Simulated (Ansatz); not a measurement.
We consider fcc Pb, described by PBE-D4 (PAW; Ansatz, a program for electronic structure).

Settings: plane-wave cutoff 520 eV, 20×20×20 k mesh, Fermi–Dirac smearing 0.05 eV, scalar-relativistic PAW data made under PBE.

Cell (relaxed at this level):

```xyz
1
Lattice="0.0000 2.4793 2.4793 2.4793 0.0000 2.4793 2.4793 2.4793 0.0000" Properties=species:S:1:pos:R:3 pbc="T T T"
Pb     0.0000     0.0000     0.0000
```

Task: Predict the bulk modulus B0 and pressure derivative B′ of the bulk modulus.

Result: 
- bulk modulus B0: 44.9 GPa
- pressure derivative B′ of the bulk modulus: 5.1

The run finds no gap.

Measured, for comparison: bulk modulus 47 GPa (corrected for temperature and zero-point phonon effects; as tabulated in Levämäki et al. (2014), arXiv:1402.3671). Computed (rounded) less measured: bulk modulus -4 %.

Spin–orbit coupling is not included; it can shift volumes and moduli of such heavy elements.

Static lattice: no zero-point or thermal effects.
